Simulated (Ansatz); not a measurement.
# SiH2F2: geometry and frequencies at several levels, part 2 of 2

Wanted for SiH2F2: geometry and frequencies at several levels.

Ansatz 0.2.0, Gaussian bases. Earlier steps stand in the parts before.

### 9 Relaxation, PBE-D4/def2-SVP

The input, input.yaml:

```yaml
crystal:
  periodic: [false, false, false]
  atoms:
    - { symbol: F, position_ang: [-1.29353404, -0.52895569, -0.04634832] }
    - { symbol: Si, position_ang: [-0.02001824, 0.47698942, 0.06384797] }
    - { symbol: F, position_ang: [1.33315586, -0.41417, -0.07990858] }
    - { symbol: H, position_ang: [-0.03038385, 1.10985226, 1.41714066] }
    - { symbol: H, position_ang: [-0.07672973, 1.44159401, -1.07560173] }
basis:
  gaussian: { orbitals: def2-SVP }
hamiltonian:
  xc: pbe
  dispersion: d4
relax:
  f_tol: 0.002
  max_steps: 150
```

Run with:

```
ansatz run input.yaml --threads 2 --pin off --max-ram 5120MiB --backend cpu --events-out ev --progress --plain --runs-dir out
```

Output (excerpt; [...] marks lines left out):

```text
Warning: RAYON_NUM_THREADS=2 ignored (pool sized by the plan → 2); use --threads N
[...]
Functional definition: PBE
[...]
608 factors; their error is unknown
[...]
mean field -13330.61952969 eV, -489.8912318976 hartree, gradient 1.7e-5 eV, S^2 0.000000; 0 other end points of the search recorded, 0 dependent functions left out
[...]
reference -13330.61955439 eV, -489.8912328054 hartree; 17, 17 occupied and 39, 39 virtual orbitals, 608 factors
relax step   1: F+E_penalty+E_count = -13330.67689592 eV  Δ(F+E_penalty+E_count) = +0.000e0 eV  max|allowed force component| = 6.844e-3 eV/Å  Δτ_max = 0.0000 Å  (24 SCF iters, accepted)
[...]
relax step   2: F+E_penalty+E_count = -13330.67689925 eV  Δ(F+E_penalty+E_count) = -3.329e-6 eV  max|allowed force component| = 2.990e-3 eV/Å  Δτ_max = 0.0005 Å  (17 SCF iters, accepted)
[...]
relax step   3: F+E_penalty+E_count = -13330.67689954 eV  Δ(F+E_penalty+E_count) = -2.857e-7 eV  max|allowed force component| = 6.779e-4 eV/Å  Δτ_max = 0.0001 Å  (16 SCF iters, accepted)
608 factors; their error is unknown
[...]
mean field -13330.61953802 eV, -489.8912322039 hartree, gradient 8.8e-6 eV, S^2 0.000000; 1 other end points of the search recorded, 0 dependent functions left out
[...]
reference -13330.61956272 eV, -489.8912331116 hartree; 17, 17 occupied and 39, 39 virtual orbitals, 608 factors
Total energy: -13330.67692423 eV, -489.8933411083 hartree
Atom 0 at    -1.293721    -0.528937    -0.046342 Å, force    -0.000668    -0.000149    -0.000007 eV/Å
Atom 1 at    -0.020014     0.476887     0.063834 Å, force    -0.000014     0.000328     0.000044 eV/Å
Atom 2 at     1.333341    -0.414135    -0.079907 Å, force     0.000678    -0.000090    -0.000025 eV/Å
Atom 3 at    -0.030395     1.109947     1.416617 Å, force     0.000004    -0.000061     0.000120 eV/Å
Atom 4 at    -0.076721     1.441549    -1.075071 Å, force    -0.000000    -0.000028    -0.000132 eV/Å
Dipole moment:    -0.012649     0.301248     0.040326 e Å
```

It took 2.1 s on 2 threads of Intel Xeon Platinum 8259CL at 2.50GHz (Skylake/Cascade Lake), shared host; peak memory 0.12 GiB.

Relaxation path:

```
step  energy from step 1 (eV)  largest force component (eV/Å)
   1                   0.0000                          0.0068
   2                   0.0000                          0.0030
   3                   0.0000                          0.0007
```

Step 1 is the start.

Before: Bond lengths: F1–Si2 1.627 Å, Si2–F3 1.627 Å, Si2–H4 1.494 Å, Si2–H5 1.494 Å. Angles: F1–Si2–F3 107.8°, F1–Si2–H4 108.5°, F1–Si2–H5 108.5°, F3–Si2–H4 108.5°, F3–Si2–H5 108.5°, H4–Si2–H5 114.7°.

After: Bond lengths: F1–Si2 1.627 Å, Si2–F3 1.627 Å, Si2–H4 1.494 Å, Si2–H5 1.494 Å. Angles: F1–Si2–F3 107.9°, F1–Si2–H4 108.5°, F1–Si2–H5 108.5°, F3–Si2–H4 108.5°, F3–Si2–H5 108.5°, H4–Si2–H5 114.6°.

### 10 Frequencies, PBE-D4/def2-SVP

The input, input.yaml:

```yaml
crystal:
  periodic: [false, false, false]
  atoms:
    - { symbol: F, position_ang: [-1.29372107, -0.52893738, -0.04634241] }
    - { symbol: Si, position_ang: [-0.02001394, 0.47688691, 0.06383425] }
    - { symbol: F, position_ang: [1.33334067, -0.41413544, -0.07990742] }
    - { symbol: H, position_ang: [-0.03039469, 1.10994722, 1.41661693] }
    - { symbol: H, position_ang: [-0.07672097, 1.44154869, -1.07507136] }
basis:
  gaussian: { orbitals: def2-SVP }
hamiltonian:
  xc: pbe
  dispersion: d4
phonons: {}
```

Run with:

```
ansatz run input.yaml --threads 2 --pin off --max-ram 5120MiB --backend cpu --events-out ev --progress --plain --runs-dir out
```

Output (excerpt; [...] marks lines left out):

```text
Warning: RAYON_NUM_THREADS=2 ignored (pool sized by the plan → 2); use --threads N
[...]
[... 1 set-up line as earlier in the session ...]
[...]
608 factors; their error is unknown
[...]
mean field -13330.61953802 eV, -489.8912322039 hartree, gradient 1.7e-5 eV, S^2 0.000000; 0 other end points of the search recorded, 0 dependent functions left out
[...]
reference -13330.61956272 eV, -489.8912331116 hartree; 17, 17 occupied and 39, 39 virtual orbitals, 608 factors
[...]
608 factors; their error is unknown
mean field -13330.61948983 eV, -489.8912304329 hartree, gradient 1.4e-6 eV, S^2 0.000000; 0 other end points of the search recorded, 0 dependent functions left out
[...]
reference -13330.61951454 eV, -489.8912313409 hartree; 17, 17 occupied and 39, 39 virtual orbitals, 608 factors
[...]
608 factors; their error is unknown
[...]
608 factors; their error is unknown
mean field -13330.61951886 eV, -489.8912314998 hartree, gradient 2.4e-6 eV, S^2 0.000000; 0 other end points of the search recorded, 0 dependent functions left out
[...]
reference -13330.61954356 eV, -489.8912324074 hartree; 17, 17 occupied and 39, 39 virtual orbitals, 608 factors
Total energy: -13330.67692423 eV, -489.8933411083 hartree
Atom 0 at    -1.293721    -0.528937    -0.046342 Å, force    -0.000668    -0.000149    -0.000007 eV/Å
Atom 1 at    -0.020014     0.476887     0.063834 Å, force    -0.000014     0.000329     0.000044 eV/Å
Atom 2 at     1.333341    -0.414135    -0.079907 Å, force     0.000678    -0.000090    -0.000025 eV/Å
Atom 3 at    -0.030395     1.109947     1.416617 Å, force     0.000004    -0.000062     0.000120 eV/Å
Atom 4 at    -0.076721     1.441549    -1.075071 Å, force    -0.000000    -0.000028    -0.000132 eV/Å
Dipole moment:    -0.012649     0.301248     0.040326 e Å
Vibrations: 301.04 683.55 700.19 835.20 866.57 938.97 981.91 2218.28 2234.08 cm⁻¹, zero-point energy 0.605030 eV
```

Wall time 4.1 s (2 threads of Intel Xeon Platinum 8259CL at 2.50GHz (Skylake/Cascade Lake), shared host); peak memory 0.11 GiB.

Harmonic frequencies (cm⁻¹; negative: imaginary): 301, 684, 700, 835, 867, 939, 982, 2218, 2234.

### 11 Relaxation, PBE0-D4/def2-TZVPP

This run stands in another session on the same molecule. It ended at:

```xyz
5

F    -1.2622   -0.5084   -0.0442
Si   -0.0198    0.4707    0.0630
F     1.3002   -0.3964   -0.0769
H    -0.0300    1.0961    1.3979
H    -0.0757    1.4233   -1.0606
```

### 12 Relaxation, MP2/def2-TZVPP

The input, input.yaml:

```yaml
crystal:
  periodic: [false, false, false]
  atoms:
    - { symbol: F, position_ang: [-1.26222882, -0.50839644, -0.04419423] }
    - { symbol: Si, position_ang: [-0.01975229, 0.47065584, 0.06300009] }
    - { symbol: F, position_ang: [1.30024194, -0.39641713, -0.07693399] }
    - { symbol: H, position_ang: [-0.03003066, 1.0961405, 1.39788647] }
    - { symbol: H, position_ang: [-0.07574018, 1.42332723, -1.06062834] }
basis:
  gaussian: { orbitals: def2-TZVPP }
correlation:
  method: mp2
relax:
  f_tol: 0.002
  max_steps: 40
```

Run with:

```
ansatz run input.yaml --threads 2 --pin off --max-ram 5120MiB --backend cpu --events-out ev --progress --plain --runs-dir out
```

Output (excerpt; [...] marks lines left out):

```text
Warning: RAYON_NUM_THREADS=2 ignored (pool sized by the plan → 2); use --threads N
[...]
[... 1 set-up line as earlier in the session ...]
[...]
903 factors; integrals over basis functions are off by at most 3.0e-4 eV
[...]
mean field -13312.20710936 eV, -489.2145879309 hartree, gradient 3.1e-6 eV, S^2 0.000000; 0 other end points of the search recorded, 0 dependent functions left out
7 core orbitals not correlated: weight in the atoms' cores, before any rotation towards them, 1.000 or more for the frozen orbitals, at most 0.000 for the correlated occupied ones
reference -13312.20710936 eV, -489.2145879309 hartree; 10, 10 occupied and 115, 115 virtual orbitals, 903 factors
second order -16.95102749 eV of doubles, -0.00000000 eV of singles
[...]
relax step   1: F+E_penalty+E_count = -13329.15813685 eV  Δ(F+E_penalty+E_count) = +0.000e0 eV  max|allowed force component| = 2.992e-1 eV/Å  Δτ_max = 0.0000 Å  (51 SCF iters, accepted)
[...]
7 core orbitals not correlated: weight in the atoms' cores, before any rotation towards them, 1.000 or more for the frozen orbitals, at most 0.000 for the correlated occupied ones
reference -13312.20553615 eV, -489.2145301167 hartree; 10, 10 occupied and 115, 115 virtual orbitals, 903 factors
second order -16.95584503 eV of doubles, -0.00000000 eV of singles
[...]
Total energy: -13329.16138119 eV, -489.8376459286 hartree
Atom 0 at    -1.266649    -0.507133    -0.043944 Å, force    -0.000290    -0.000327    -0.000038 eV/Å
Atom 1 at    -0.019772     0.471124     0.063063 Å, force    -0.000023     0.000536     0.000072 eV/Å
Atom 2 at     1.304540    -0.394773    -0.076795 Å, force     0.000317    -0.000301    -0.000046 eV/Å
Atom 3 at    -0.030192     1.096114     1.385179 Å, force    -0.000001     0.000041     0.000045 eV/Å
Atom 4 at    -0.075437     1.419979    -1.048372 Å, force    -0.000003     0.000051    -0.000033 eV/Å
Dipole moment:    -0.012633     0.300851     0.040273 e Å
Checks for a lower state left out: cluster_reference
```

Wall time 20 s (2 threads of Intel Xeon Platinum 8259CL at 2.50GHz (Skylake/Cascade Lake), shared host); peak memory 0.31 GiB.

Relaxation path:

```
step  E - E(step 1) (eV)  largest force component (eV/Å)
   1              0.0000                          0.2992
   2             -0.0030                          0.1264
   3             -0.0032                          0.0220
   4             -0.0032                          0.0040
   5             -0.0032                          0.0044
   6             -0.0032                          0.0005
```

Step 1 is the start.

Before: Bond lengths: F1–Si2 1.585 Å, Si2–F3 1.585 Å, Si2–H4 1.474 Å, Si2–H5 1.474 Å. Angles: F1–Si2–F3 108.0°, F1–Si2–H4 108.5°, F1–Si2–H5 108.5°, F3–Si2–H4 108.5°, F3–Si2–H5 108.5°, H4–Si2–H5 114.6°.

After: Bond lengths: F1–Si2 1.588 Å, Si2–F3 1.588 Å, Si2–H4 1.462 Å, Si2–H5 1.462 Å. Angles: F1–Si2–F3 108.2°, F1–Si2–H4 108.6°, F1–Si2–H5 108.6°, F3–Si2–H4 108.6°, F3–Si2–H5 108.6°, H4–Si2–H5 114.2°.

### 13 Frequencies, MP2/def2-TZVPP

The input, input.yaml:

```yaml
crystal:
  periodic: [false, false, false]
  atoms:
    - { symbol: F, position_ang: [-1.2666485, -0.50713327, -0.04394395] }
    - { symbol: Si, position_ang: [-0.01977193, 0.47112366, 0.06306271] }
    - { symbol: F, position_ang: [1.30453955, -0.39477302, -0.07679509] }
    - { symbol: H, position_ang: [-0.03019187, 1.09611407, 1.38517875] }
    - { symbol: H, position_ang: [-0.07543726, 1.41997856, -1.04837243] }
basis:
  gaussian: { orbitals: def2-TZVPP }
correlation:
  method: mp2
phonons: {}
```

Run with:

```
ansatz run input.yaml --threads 2 --pin off --max-ram 5120MiB --backend cpu --events-out ev --progress --plain --runs-dir out
```

Output (excerpt; [...] marks lines left out):

```text
Warning: RAYON_NUM_THREADS=2 ignored (pool sized by the plan → 2); use --threads N
[...]
[... 1 set-up line as earlier in the session ...]
[...]
901 factors; integrals over basis functions are off by at most 3.0e-4 eV
[...]
mean field -13312.20553606 eV, -489.2145301134 hartree, gradient 3.1e-6 eV, S^2 0.000000; 0 other end points of the search recorded, 0 dependent functions left out
7 core orbitals not correlated: weight in the atoms' cores, before any rotation towards them, 1.000 or more for the frozen orbitals, at most 0.000 for the correlated occupied ones
reference -13312.20553606 eV, -489.2145301134 hartree; 10, 10 occupied and 115, 115 virtual orbitals, 901 factors
second order -16.95584492 eV of doubles, -0.00000000 eV of singles
[...]
901 factors; integrals over basis functions are off by at most 3.0e-4 eV
[...]
reference -13312.20559706 eV, -489.2145323550 hartree; 10, 10 occupied and 115, 115 virtual orbitals, 901 factors
second order -16.95575350 eV of doubles, -0.00000000 eV of singles
[...]
Total energy: -13329.16138098 eV, -489.8376459210 hartree
Atom 0 at    -1.266649    -0.507133    -0.043944 Å, force    -0.000291    -0.000327    -0.000038 eV/Å
Atom 1 at    -0.019772     0.471124     0.063063 Å, force    -0.000023     0.000537     0.000072 eV/Å
Atom 2 at     1.304540    -0.394773    -0.076795 Å, force     0.000317    -0.000301    -0.000046 eV/Å
Atom 3 at    -0.030192     1.096114     1.385179 Å, force    -0.000001     0.000041     0.000045 eV/Å
Atom 4 at    -0.075437     1.419979    -1.048372 Å, force    -0.000003     0.000051    -0.000033 eV/Å
Dipole moment:    -0.012633     0.300851     0.040273 e Å
Vibrations: 320.74 724.60 753.85 875.53 921.36 999.38 1017.47 2358.66 2366.06 cm⁻¹, zero-point energy 0.640853 eV
Checks for a lower state left out: cluster_reference
```

It took 31 s on 2 threads of Intel Xeon Platinum 8259CL at 2.50GHz (Skylake/Cascade Lake), shared host; peak memory 0.31 GiB.

Harmonic frequencies (cm⁻¹; negative: imaginary): 321, 725, 754, 876, 921, 999, 1017, 2359, 2366.

### 14 Geometries side by side

```tsv
level	F1–Si2 (Å)	Si2–F3 (Å)	rotational constants (MHz)	dipole (D)	highest frequency (cm⁻¹)	CPU time
HF/STO-3G	1.6101	1.6101	23579, 7677.6, 6184	1.32	2901	3 s
HF/6-31G*	1.5811	1.5811	24547, 7796.4, 6365.6	1.71	2480	4.8 s
LDA/def2-SVP	1.6091	1.6091	23686, 7515.8, 6151	1.45	2229	3.5 s
PBE-D4/def2-SVP	1.6267	1.6267	23427, 7337.2, 6010.6	1.46	2234	3.8 s
PBE0-D4/def2-TZVPP	1.5855	1.5855	24558, 7703.4, 6318.7	1.47	-	19 s
MP2/def2-TZVPP	1.5884	1.5884	24687, 7661, 6288.7	1.46	2366	38 s
```

Constants are for the commonest isotopes at the equilibrium geometry; times are CPU times of the relaxations.

### 15 Outcome

This closing draws on all 2 parts.

```
                     quantity             value
     F1–Si2 at MP2/def2-TZVPP           1.588 Å
     Si2–F3 at MP2/def2-TZVPP           1.588 Å
frequencies at MP2/def2-TZVPP  321 to 2366 cm⁻¹
```

What this shows: The F–Si distance spreads over 0.046 Å, from HF/6-31G* (shortest) to PBE-D4/def2-SVP. Measured dipole moment of F2H2Si: 1.54 D (NIST CCCBDB Release 22 (SRD 101), experimental dipoles). This calculation gives 1.46 D (-5.2 %). That is MP2/def2-TZVPP. No mode is imaginary, so the geometry is a minimum.
